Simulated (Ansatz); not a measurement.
A made-up structure of CH$_{6}$NSi (charge +1), closed shell:

```xyz
9
angstrom
C 0.5615 -0.8737 1.3002
Si 0.5680 -0.2231 -0.2076
N -0.8015 0.7980 -0.8199
H -1.1871 0.3722 -1.6628
H -0.4440 1.7157 -1.0852
H -1.5413 0.9089 -0.1265
H 1.7669 -0.5435 -0.9942
H 1.3519 -1.4725 1.6748
H -0.2208 -0.7474 2.0042
```

It is relaxed with PBE-D4/def2-SVP and then PBE0-D4/def2-TZVP (Ansatz 0.2.0). Atoms count as bonded within 1.22 times the sum of their covalent radii (H–H: 0.88 Å). The end point is not checked to be a true minimum.

**Question.** Does its bonding change? (Judge from chemistry; the calculation decides.)

**Answer.** By the calculation: No: no bond forms or breaks.

Where it ends: The first stage lowers the energy by 0.59 eV in 6 steps. It ends as CH₆NSi ([CH2][SiH][NH3]), total charge +1:
```csv
atom,x (Å),y (Å),z (Å)
C1,0.5168,-0.8752,1.3620
Si2,0.7086,-0.3027,-0.2051
N3,-0.7254,0.7514,-0.8099
H4,-1.1883,0.3613,-1.6346
H5,-0.4460,1.7052,-1.0522
H6,-1.4333,0.8240,-0.0752
H7,1.6828,-0.3674,-1.2982
H8,1.2851,-1.4949,1.8129
H9,-0.3468,-0.6671,1.9833
```

Labels in which every atom is bracketed show which atoms are joined, not bond orders.

For scale, one of the runs: PBE0-D4/def2-TZVP relaxation, 135 basis functions, launched by `ansatz run in.yaml --threads 2 --pin off --events-out ev --progress --plain --max-ram 4352MiB`. Hardware: 2 CPU threads of an Arm Neoverse V2, shared host. Wall time about 16 s.
